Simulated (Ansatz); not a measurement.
in.yaml

```yaml
crystal:
  periodic: [false, false, false]
  atoms:
    - {symbol: Si, position_ang: [0.000000, 0.000000, 1.638136]}
    - {symbol: Ge, position_ang: [0.000000, 0.000000, -0.703890]}
    - {symbol: H, position_ang: [0.000000, 1.191949, 2.541160]}
    - {symbol: H, position_ang: [0.000000, -1.191949, 2.541160]}
basis:
  gaussian: {orbitals: cc-pVDZ, point_charges: [{charge: -0.50, position_ang: [4.343, 0.241, -0.410]}]}
magnetization: {spin_polarized: true, initial_magnetization: 4}
correlation: {method: ccsd_t, electrons: outside_noble_gas}
```

```sh
$ ansatz run in.yaml --threads 1 --pin off --events-out ev --progress --plain --max-ram 2393MiB
```

Q: Roughly how long does this take on 1 thread of Arm Neoverse V2, shared host, and how much host memory?

A: 2.5 s wall and 0.12 GiB.

```
598 factors; integrals over basis functions are off by at most 1.4e-3 eV
mean field evaluation 1: about -64362.0893 eV, gradient 7.6e0 eV
mean field evaluation 2: about -64362.0935 eV, gradient 7.6e0 eV
mean field evaluation 4: about -64363.1052 eV, gradient 1.3e0 eV
mean field evaluation 8: about -64363.1966 eV, gradient 1.9e-3 eV
mean field evaluation 16: about -64363.0997 eV, gradient 1.3e0 eV
mean field evaluation 32: about -64360.4163 eV, gradient 1.4e-3 eV
mean field -64363.19680175 eV, -2365.3038555225 hartree, gradient 2.6e-6 eV, S^2 6.018271; 1 other end points of the search recorded, 0 dependent functions left out
determinant -64363.19680175 eV, -2365.3038555225 hartree, with singles and doubles -64367.54125171 eV, -2365.4635111138 hartree
determinant -64360.41631571 eV, -2365.2016745453 hartree, with singles and doubles -64365.04634874 eV, -2365.3718251209 hartree
19 core orbitals not correlated: weight in the atoms' cores, before any rotation towards them, 1.000 or more for the frozen orbitals, at most 0.000 for the correlated occupied ones
reference -64363.19680175 eV, -2365.3038555225 hartree; 7, 3 occupied and 29, 33 virtual orbitals, 598 factors
second order -3.41275284 eV of doubles, -0.00000000 eV of singles
cycle   1  -4.34460948 eV  change   -1.6e-4 eV  update   7.6e-4
cycle   2  -4.34470572 eV  change   -9.6e-5 eV  update   4.8e-4
cycle   3  -4.34468295 eV  change    2.3e-5 eV  update   1.8e-4
cycle   4  -4.34466107 eV  change    2.2e-5 eV  update   8.2e-5
cycle   5  -4.34476295 eV  change   -1.0e-4 eV  update   2.8e-5
cycle   6  -4.34479254 eV  change   -3.0e-5 eV  update   8.8e-6
cycle   7  -4.34479594 eV  change   -3.4e-6 eV  update   4.6e-6
perturbative correction -0.12278272 eV, -0.0045121817 hartree
Total energy: -64367.66438041 eV, -2365.4680360101 hartree
```
